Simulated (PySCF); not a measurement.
Compound: C5H5Cl (charge +1 and doublet state).
Atom-mapped SMILES: `[CH+:1]=[C:2][CH2:3]/[CH:4]=[CH:5]\[Cl:6]` (hydrogens: H7 on C1; H8, H9 on C3; H10 on C4; H11 on C5)

Geometry (GFN2-xTB, Å), atoms numbered from 1 in this order:
```xyz
11
C5H5Cl angstrom
C      2.7107   -0.7124   -0.0637
C      1.6268   -0.1810   -0.0278
C      0.3465    0.4579    0.0129
C     -0.7910   -0.3556   -0.4347
C     -2.0814    0.0740   -0.4701
Cl    -2.5807    1.6102   -0.0023
H      3.6618   -1.1661   -0.0903
H      0.1691    0.8347    1.0355
H      0.4010    1.3945   -0.5693
H     -0.5886   -1.3686   -0.7609
H     -2.8689   -0.5851   -0.8170
```

The hyperfine couplings belong to this conformer and change with its torsions.

Computed, not measured: PySCF 2.14.0, UKS B3LYP, pcH-1 on C Cl H, non-relativistic, mean-field spin-orbit, GIAO. Geometry: GFN2-xTB, one conformer, isolated ion. The geometry wasn't refined by DFT: couplings that depend on bond lengths, twists or pyramidal angles can differ widely from those at the functional's own minimum, by a factor of two or more for some ions and for spin on atoms past the first row. Stability of the SCF solution: not tested.

Principal values of hyperfine tensors in MHz (contact, dipolar and spin–orbit terms together), for some of the nuclei:

```csv
atom,isotope,A1,A2,A3,alike by the symmetry of this geometry
H9,1H,162.47,167.14,176.35,H8
H10,1H,-31.06,-23.69,-7.13,none
C3,13C,-26.41,-23.87,-9.32,none
H11,1H,-27.50,-21.18,-3.99,none
H7,1H,-24.30,-18.08,-5.81,none
C5,13C,-11.83,-8.98,52.17,none
C1,13C,-7.69,-6.53,43.90,none
Cl6,35Cl,-25.25,-21.86,72.72,none
```

Question: Split each tensor into its isotropic and traceless parts, and turn a_iso into mT with g = 2.0089.

Answer: a_iso is a third of the trace, T = A − a_iso, and a(mT) = a(MHz)/(g × 13.996). The tensors hold a spin–orbit part: the run splits a_iso into a_FC + a_SO, and T includes its anisotropic share.

```csv
atom,a_iso (MHz),a_FC,a_SO,a_iso (mT),T1,T2,T3
H9,168.65,168.66,0.00,5.998,-6.19,-1.51,7.70
H10,-20.63,-20.60,-0.02,-0.734,-10.43,-3.06,13.50
C3,-19.87,-19.83,-0.04,-0.707,-6.55,-4.00,10.55
H11,-17.56,-17.65,0.09,-0.624,-9.94,-3.62,13.57
H7,-16.06,-16.06,-0.01,-0.571,-8.23,-2.02,10.26
C5,10.46,9.85,0.60,0.372,-22.28,-19.43,41.72
C1,9.89,9.96,-0.07,0.352,-17.58,-16.43,34.01
Cl6,8.54,6.94,1.60,0.304,-33.78,-30.40,64.18
```

Question: What spin density at the nucleus of C3 lies behind its contact coupling (g_N = 1.40482)?

Answer: a_FC = (2μ0/3) gₑ μB g_N μN ρ(0)/(2S·h) = 800.24 MHz × g_N × ρ(0)/(2S), with ρ in bohr⁻³. With a_FC = -19.83 MHz and 2S = 1, ρ(0) = -0.01764 bohr⁻³.

Question: C4 (13C, g_N = 1.40482) isn't in the table. Its spin density at the nucleus is 0.01157 bohr⁻³. What is its contact coupling?

Answer: By the same relation, a_FC = 13.00 MHz. The spin–orbit term adds -0.33 MHz. Its full tensor has the principal values -11.94, -9.19, 59.13 MHz.

Question: Name the largest traceless tensor T of the table and describe it.

Answer: Cl6: -33.8, -30.4, 64.2 MHz (the dipolar term alone has -33.9, -32.0, 65.8), nearly axial, close to the ratio −1:−1:+2.

Question: What first-order splitting does C3 cause when the field lies along A1, A2 or A3 of its tensor (g taken as isotropic, no quadrupole term)?

Answer: 2 lines (I = 1/2), spaced by |A_i|/(g × 13.996): 0.94, 0.85, 0.33 mT along the axes of A1, A2 and A3.

The SMILES draws the unpaired electron on C2; the largest computed Mulliken spin population is on C4 (0.29 against 0.07).
